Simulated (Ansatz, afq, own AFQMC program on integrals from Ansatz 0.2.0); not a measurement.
# Where AFQMC and coupled cluster stand for CH$_{2}$, triplet

```xyz
3

C     0.0000   -0.0533   -0.0151
H     0.0000    0.2740   -0.8017
H     0.0000    0.3612    0.9811
```

Basis cc-pVDZ. Only valence electrons are correlated. Ansatz 0.2.0 and our own AFQMC program on the same integrals; the CISD trial comes from CCSD amplitudes, and released means the phaseless constraint is let go. Free AFQMC starts from the CCSD state and is never constrained. Its projection time is finite, and what remains of the start isn't in its error. Error bars are statistical, one sigma.

Determinant: UHF, the one that the program's search chose, which needn't be the lowest solution. The geometry is a point of a scan.

Full CI on the same integrals is exact in this basis and with this determinant's frozen core.

Cautions: lower spins were not checked.

```
T1 diagnostic                               : 0.0083
weight of the determinant in the CISD state : 0.957
⟨S²⟩ of the determinant                     : 2.014
size of the correlated space                : 6 electrons in 23 orbitals
```

Reference: full CI, correlation energy -3.001 eV. The released energy is read at 1.50 1/Eh (meV from the phaseless value at times in 1/Eh: 1.7 ± 2.0 at 0.24, -2.1 ± 1.9 at 0.50, -0.9 ± 1.4 at 1.00, -1.8 ± 2.3 at 1.50).

| level | E − E(reference) (kcal/mol) | share of correlation (%) |
| --- | --- | --- |
| HF | 69.22 | 0.00 |
| MP2 | 13.09 | 81.08 |
| CCSD | 1.17 | 98.31 |
| CCSD(T) | 0.24 | 99.66 |
| CCSDT | 0.04 | 99.94 |
| CCSDT(Q) | 0.01 | 99.99 |
| ph-AFQMC/HF | 0.10 ± 0.52 | 99.85 |
| ph-AFQMC/CISD | 0.07 ± 0.05 | 99.90 |
| released AFQMC | 0.03 ± 0.05 | 99.96 |
| free AFQMC | -0.01 ± 0.10 | 100.02 |

CCSDT and higher add their correlation energy to the determinant of the CCSD(T) run, since their own runs factorise the integrals more tightly (a shift of under 2 meV). Free projections are given only where their last times agree within the noise and don't stop above the reference; a slow remainder of the start can still hide under it. A walk keeps the symmetry of its determinant, which the program's search chose and which needn't be the lowest solution, so a lower state of the same spin and another symmetry isn't excluded. Released energies are given only where the last usable release times agree within the noise; a slower fall can still hide under it.
